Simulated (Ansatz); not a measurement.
A run of Ansatz (development build ahead of 0.2.0) on singlet NO(+) at this shape:

```xyz
2

N     0.0000    0.0000    0.0000
O     0.0000    0.0000    1.9080
```

Its results:

```
Converged                       : yes
Total energy                    : -129.09665 hartree
Spin squared of the determinant : 2.140
Stability test                  : minimum
```

Forces (eV/Å):
```
atom     Fx     Fy      Fz
  N1  0.000  0.000   1.865
  O2  0.000  0.000  -1.865
```

Question: Which input gives this output? Name the method, the orbitals and the basis set, and write the input.

Answer: PBE0 (unrestricted) in 6-31G.

```yaml
crystal:
  periodic: [false, false, false]
  atoms:
    - { symbol: "N", position_ang: [0.0, 0.0, 0.0] }
    - { symbol: O, position_ang: [0.0, 0.0, 1.908] }
basis:
  gaussian: { orbitals: "6-31G" }
total_charge: 1
magnetization:
  spin_polarized: true
hamiltonian:
  xc: pbe0
output:
  forces: true
```

Caution: the unrestricted determinant is a mixture of spin states.
